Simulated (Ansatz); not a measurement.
What does this script print? It uses Ansatz 0.2.0 through its Python package.

`composite_f2h2si.py`:
```python
'''A composite energy for F2H2Si: DFT geometry, MP2 basis limit, coupled-cluster correction.'''

import itertools

import ansatz as az
from ase import Atoms
from ase.data import atomic_numbers, covalent_radii
import numpy as np

params = {
    'basis_set': 'def2-SVP',
    'xc': 'pbe0',
}


def main() -> None:
    atoms = Atoms(['F', 'Si', 'F', 'H', 'H'], positions=[
        (-1.0498, 0.5175, 1.0077),
        (-0.0144, -0.0095, -0.0357),
        (1.2234, -0.5453, 0.7713),
        (-0.5317, -1.1108, -0.8183),
        (0.4223, 1.0745, -0.9663),
    ])
    molecule = az.Crystal.molecule_from_ase(atoms)

    base = molecule.calculation()
    base = base.basis(gaussian=params['basis_set'])
    base = base.functional(params['xc'])
    symbols = [site.symbol for site in molecule.cartesian_sites]
    start = np.array([site.position_ang for site in molecule.cartesian_sites], dtype=float)
    r = base.relax(force_tolerance=0.01).run(threads=1).report
    end = np.array(r['positions_ang'])
    # pairs closer than 1.2 times the sum of covalent radii, before or after
    radius = [covalent_radii[atomic_numbers[s]] for s in symbols]
    span = lambda where, i, j: np.linalg.norm(where[i] - where[j])
    bonded = [(i, j) for i, j in itertools.combinations(range(len(symbols)), 2) if min(span(start, i, j), span(end, i, j)) < 1.2 * (radius[i] + radius[j])]
    print('pair        before    after (A)')
    for i, j in bonded:
        print(f'{symbols[i]}{i}-{symbols[j]}{j}'.ljust(10), f'{span(start, i, j):8.4f} {span(end, i, j):8.4f}')

    minimum = az.Crystal.molecule()
    for symbol, place in zip(symbols, end):
        minimum = minimum.atom(symbol, place.tolist())
    at_minimum = minimum.calculation()
    # MP2 extrapolated to the basis limit, plus the small-basis difference CCSD(T) - MP2
    level = lambda method, basis: at_minimum.basis(gaussian=basis).correlation(method).run(threads=1).report
    small, large, cluster = level('mp2', 'cc-pVDZ'), level('mp2', 'cc-pVTZ'), level('ccsd_t', 'cc-pVDZ')
    corr = lambda each: (each['free_energy_ev'] - each['reference_energy_ev']) / 27.211386246
    mp2_limit = (27 * corr(large) - 8 * corr(small)) / 19
    pieces = {'HF / cc-pVTZ': large['reference_energy_ev'] / 27.211386246, 'MP2 correlation, DZ-TZ limit': mp2_limit, 'CCSD(T) - MP2 / cc-pVDZ': corr(cluster) - corr(small)}
    for name, value in pieces.items():
        print(f'{name:32s} {value:14.6f} Ha')
    print(f'{"sum":32s} {sum(pieces.values()):14.6f} Ha')
    print('T1 diagnostic', round(cluster['correlation']['coupled_cluster']['t1_diagnostic'], 4))


if __name__ == '__main__':
    main()
```

`python composite_f2h2si.py` gives:
```text
pair        before    after (A)
F0-Si1       1.5616   1.6115
Si1-F2       1.5718   1.6115
Si1-H3       1.4467   1.4803
Si1-H4       1.4939   1.4804
HF / cc-pVTZ                        -489.197083 Ha
MP2 correlation, DZ-TZ limit          -0.692910 Ha
CCSD(T) - MP2 / cc-pVDZ               -0.025332 Ha
sum                                 -489.915326 Ha
T1 diagnostic 0.0122
```

What to keep in mind:
- Total energies depend on the basis set; only differences at equal settings carry meaning.
- The sum leaves out core correlation, relativity, the Hartree-Fock basis error and zero-point energy; a DZ-TZ extrapolation is rough.
- Inner cores stay frozen, so this is valence correlation.
- For Al to Cl the sets with a tight d function, cc-pV(X+d)Z, are usual.
- An extrapolation from small basis sets is rough.
- Finished in 10 s on 1 thread of Arm Neoverse V2, with other jobs on the host, peak memory 0.24 GiB.
